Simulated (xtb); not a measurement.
xtb input (GFN2-xTB):

```bash
xtb mol.xyz --gfn 2 --ohess tight --chrg 0 --uhf 0
```
mol.xyz:
```
4

N     -0.01838318     0.01579239     0.46560154
F     -0.00863488     1.20455683    -0.16687340
F      1.03618395    -0.64107433    -0.12433634
F     -1.08437237    -0.65894015    -0.12926563
```

Output:

```
           -------------------------------------------------
          |                Calculation Setup                |
           -------------------------------------------------

           -------------------------------------------------
          |                 G F N 2 - x T B                 |
           -------------------------------------------------

        Reference                      10.1021/acs.jctc.8b01176
      * Hamiltonian:
        H0-scaling (s, p, d)           1.850000    2.230000    2.230000
        zeta-weighting                 0.500000
      * Dispersion:
        s8                             2.700000
        a1                             0.520000
        a2                             5.000000
        s9                             5.000000
      * Repulsion:
        kExp                           1.500000    1.000000
        rExp                           1.000000
      * Coulomb:
        alpha                          2.000000
        third order                    shell-resolved
        anisotropic                    true
        a3                             3.000000
        a5                             4.000000
        cn-shift                       1.200000
        cn-exp                         4.000000
        max-rad                        5.000000

          ...................................................
          :                      SETUP                      :
          :.................................................:
          :  # basis functions                  16          :
          :  # atomic orbitals                  16          :
          :  # shells                            8          :
          :  # electrons                        26          :
          :  max. iterations                   250          :
          :  Hamiltonian                  GFN2-xTB          :
          :  restarted?                      false          :
          :  GBSA solvation                  false          :
          :  PC potential                    false          :
          :  electronic temp.          300.0000000     K    :
          :  accuracy                    1.0000000          :
          :  -> integral cutoff          0.2500000E+02      :
          :  -> integral neglect         0.1000000E-07      :
          :  -> SCF convergence          0.1000000E-05 Eh   :
          :  -> wf. convergence          0.1000000E-03 e    :
          :  Broyden damping             0.4000000          :
          :  net charge                          0          :
          :  unpaired electrons                  0          :
          ...................................................

 iter      E             dE          RMSdq      gap      omega  full diag
   1    -16.8917226 -0.168917E+02  0.743E+00    8.73       0.0  T
   2    -16.9590152 -0.672926E-01  0.280E+00    8.35       1.0  T
   3    -16.9607606 -0.174543E-02  0.151E+00    8.26       1.0  T
   4    -16.9611086 -0.347989E-03  0.207E-01    8.20       1.0  T
   5    -16.9611093 -0.687525E-06  0.432E-02    8.22       1.2  T
   6    -16.9611106 -0.128149E-05  0.352E-03    8.22      14.2  T
[...]
     2   9 F    1.100 --     1 N    0.983
     3   9 F    1.100 --     1 N    0.983
Molecule has the following symmetry elements: (C3) 3*(sigma)
It seems to be the C3v point group
     4   9 F    1.100 --     1 N    0.983
 ---------------------------------------------------------------------------

Topologies differ in total number of bonds
Writing topology from bond orders to xtbtopo.mol

molecular dipole:
                 x           y           z       tot (Debye)
 q only:       -0.001       0.011       0.397
   full:       -0.001       0.008       0.308       0.783
molecular quadrupole (traceless):
                xx          xy          yy          xz          yz          zz
 q only:       -0.607      -0.000      -0.608      -0.025       0.027       1.215
  q+dip:       -1.098      -0.001      -1.099      -0.024       0.073       2.197
   full:       -0.830      -0.001      -0.831      -0.022       0.051       1.662

           -------------------------------------------------
          |                Geometry Summary                 |
           -------------------------------------------------

      molecular mass/u    :       71.0019127
   center of mass at/Å    :       -0.0187269      -0.0207552      -0.0191740
  moments of inertia/u·Å² :        0.4686152E+02   0.4688467E+02   0.8623821E+02
rotational constants/cm⁻¹ :        0.3597329E+00   0.3595553E+00   0.1954775E+00

           -------------------------------------------------
          |               Frequency Printout                |
           -------------------------------------------------
 projected vibrational frequencies (cm⁻¹)
eigval :       -0.00    -0.00     0.00     0.00     0.00     0.00
eigval :      444.69   444.93   577.94   810.69   811.13   983.68
 reduced masses (amu)
   1: 18.33   2: 18.97   3: 18.42   4: 17.81   5: 18.21   6: 18.65   7: 18.77   8: 18.77
   9: 17.98  10: 15.54  11: 15.54  12: 16.01
 IR intensities (km·mol⁻¹)
   1:  0.25   2:  0.29   3:  0.24   4:  0.03   5:  0.05   6:  0.24   7:  0.99   8:  0.99
   9: 26.54  10:250.56  11:250.62  12: 28.97
 Raman intensities (Ä⁴*amu⁻¹)
   1:  0.00   2:  0.00   3:  0.00   4:  0.00   5:  0.00   6:  0.00   7:  0.00   8:  0.00
   9:  0.00  10:  0.00  11:  0.00  12:  0.00
 output can be read by thermo (or use thermo option).
 writing <g98.out> molden fake output.
 recommended (thermochemical) frequency scaling factor: 1.0
           -------------------------------------------------
          |             Thermodynamic Functions             |
           -------------------------------------------------

c3v symmetry found (for desy threshold:  0.10E+00) used in thermo

          ...................................................
          :                      SETUP                      :
          :.................................................:
          :  # frequencies                           6      :
          :  # imaginary freq.                       0      :
          :  linear?                             false      :
          :  only rotor calc.                    false      :
          :  symmetry                              c3v      :
          :  rotational number                       3      :
          :  scaling factor                  1.0000000      :
          :  rotor cutoff                   50.0000000 cm⁻¹ :
          :  imag. cutoff                  -20.0000000 cm⁻¹ :
          :.................................................:

    mode    ω/cm⁻¹     T·S(HO)/kcal·mol⁻¹    T·S(FR)/kcal·mol⁻¹   T·S(vib)
   ------------------------------------------------------------------------
   ------------------------------------------------------------------------

   temp. (K)  partition function   enthalpy   heat capacity  entropy
                                   cal/mol     cal/K/mol   cal/K/mol   J/K/mol
 298.15  VIB   1.43                  564.082      5.485      2.610
         ROT  0.111E+05              888.752      2.981     21.489
         INT  0.159E+05             1452.834      8.466     24.099
         TR   0.579E+27             1481.254      4.968     38.680
         TOT                        2934.0881    13.4340    62.7782   262.6641

       T/K    H(0)-H(T)+PV         H(T)/Eh          T*S/Eh         G(T)/Eh
Note: The following floating-point exceptions are signalling: IEEE_DENORMAL
normal termination of xtb
   ------------------------------------------------------------------------
    298.15    0.467577E-02    0.139549E-01    0.298280E-01   -0.158731E-01
   ------------------------------------------------------------------------

         :::::::::::::::::::::::::::::::::::::::::::::::::::::
         ::                  THERMODYNAMIC                  ::
         :::::::::::::::::::::::::::::::::::::::::::::::::::::
         :: total free energy         -16.968568367939 Eh   ::
         ::.................................................::
         :: total energy              -16.952695296066 Eh   ::
         :: zero point energy           0.009279125179 Eh   ::
         :: G(RRHO) w/o ZPVE           -0.025152197052 Eh   ::
         :: G(RRHO) contrib.           -0.015873071873 Eh   ::
         :::::::::::::::::::::::::::::::::::::::::::::::::::::

optimized geometry written to: xtbopt.xyz

           -------------------------------------------------
          | TOTAL ENERGY              -16.952695296066 Eh   |
          | TOTAL ENTHALPY            -16.938740403935 Eh   |
          | TOTAL FREE ENERGY         -16.968568367939 Eh   |
          | GRADIENT NORM               0.000223664961 Eh/α |
          | HOMO-LUMO GAP               8.979251613484 eV   |
           -------------------------------------------------

------------------------------------------------------------------------
------------------------------------------------------------------------
 total:
 SCF:
 ANC optimizer:
 analytical hessian:
```
